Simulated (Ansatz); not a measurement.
Saddle point of SiH5, doublet (SiH₄ + H → SiH₃ + H₂; bonds formed: H1–H3; bonds broken: H1–Si2), PBE0-D4/def2-TZVP structure:

H1  (-0.907, -0.504, -0.164)
Si2  (0.431, 0.235, 0.077)
H3  (-2.065, -1.124, -0.368)
H4  (0.452, 0.747, 1.470)
H5  (0.537, 1.363, -0.882)
H6  (1.552, -0.717, -0.132)
(Å)

Energies are electronic, without zero-point energy. Barriers and step energies count from the start structure reached by relaxing down the imaginary mode; all methods use the PBE0-D4 structures, on which another method's saddle can fall below an end. Program: Ansatz 0.2.0. Basis: def2-TZVPP, with def2-QZVPP for the basis limit. Cores are frozen in the correlated methods; orbitals are unrestricted. B3LYP uses VWN-RPA correlation. Extrapolation: Hartree–Fock as exp(−7.88 √X), correlation as X^−2.97.

```csv
method,barrier (kcal/mol),step energy (kcal/mol)
SPW92,-3.93,-12.88
PBE-D4,0.59,-13.78
BLYP-D4,-0.52,-15.86
r2SCAN-D4,?,-15.44
B97M-V,?,-12.88
PBE0-D4,2.20,-12.71
B3LYP-D4,0.81,-14.94
r2SCAN0-D4,0.35,-14.78
BHLYP-D4,?,-12.98
CAM-B3LYP-D4,1.82,-13.24
wB97X-V,4.83,-10.81
wB97M-V,4.80,-11.45
B2PLYP,3.36,-13.20
PBE-QIDH,4.67,-11.30
RPA on PBE,5.68,-13.92
HF,10.63,-7.25
MP2,6.85,-10.56
CCSD,5.40,-13.14
CCSD(T),5.07,-12.98
```

Fill in the withheld barriers. (An estimate is asked for; the value comes from the calculation.)

The calculation gives: r2SCAN-D4 -0.53; BHLYP-D4 2.81; B97M-V 1.82 kcal/mol. Each is the energy of the saddle less that of the start structure, by the same method.

For comparison, the barrier by CCSD(T) at an estimated basis limit (MP2 extrapolated from triple and quadruple zeta, plus CCSD(T) − MP2 in triple zeta) is 4.65 kcal/mol.

T1 diagnostic: at most 0.015. ⟨S²⟩ of the unrestricted Hartree–Fock references: 0.75 to 0.76 (a pure state has 0.75). The end structure is not quite a true minimum (one mode of 27i cm⁻¹).

Radical steps of this kind take place in plasma deposition and etching.

For scale, one of the runs: CCSD(T)/def2-TZVPP, 112 basis functions, launched by `ansatz run in.yaml --threads 2 --pin off --events-out ev --progress --plain --max-ram 4352MiB`. Time: 5.5 s of wall clock on 2 CPU threads of an Arm Neoverse V2; the host was shared. Peak host memory: 0.78 GiB.
